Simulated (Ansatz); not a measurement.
Platinum, fcc: convergence with the plane-wave cutoff

Computed with Ansatz, PBE, scalar-relativistic PAW, on the relaxed cell (a = 3.972 Å; spin not included). Errors count from a run at 420 eV on a Γ-centred 22×22×22 mesh with Fermi-Dirac smearing of 0.1 eV, extrapolated to zero width. Fixed here: mesh 14×14×14, Fermi-Dirac width 0.1 eV. The pressure holds a Pulay correction and is unreliable far below the recommended cutoff. The SCF starts from atomic densities corrected by a trained network.

```tsv
cutoff (eV)	E(σ→0) error (meV/atom)	P (GPa)	SCF iterations
150	51465.6	-96.01	7
200	10786.5	3.92	7
250	1455.0	4.03	6
300	128.4	-0.45	6
350	1.9	-0.09	6
420	-5.1	-0.02	6
500	-6.7	-0.03	6
600	-6.9	-0.03	6
800	-7.0	-0.03	6
```

Within 5 meV/atom of the last row: from 420 eV on.
